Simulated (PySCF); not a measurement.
Gas-phase reaction: 3 CH2F = 2 CH3 + CF3

Energies from PySCF, thermal terms from the rigid-rotor harmonic-oscillator model, ideal gas at 1 bar. † marks an energy on the PBE0/def2-TZVP geometry and frequencies. MP2 freezes the core. Open shells (unrestricted): CH2F (multiplicity 2), CH3 (multiplicity 2), CF3 (multiplicity 2). CH2F: computed as isolated molecules; such fragments, hydroxides, amides, oligomers or adducts are transient or little studied in the gas. MP2 isn't extrapolated to the basis-set limit.

r2SCAN/def2-TZVP† gives ΔH°(298 K) = -96 kJ.

What do MP2/def2-SVP†, LDA/def2-TZVP†, ωB97X-V/def2-TZVP† give?

MP2/def2-SVP†: -113 kJ; LDA/def2-TZVP†: -81 kJ; ωB97X-V/def2-TZVP†: -79 kJ. For scale, ΔH°(298 K) is -96 kJ at this level, -82 kJ at ωB97M-V/def2-TZVP†, and runs from -125 to 5 kJ over the 20 levels computed.
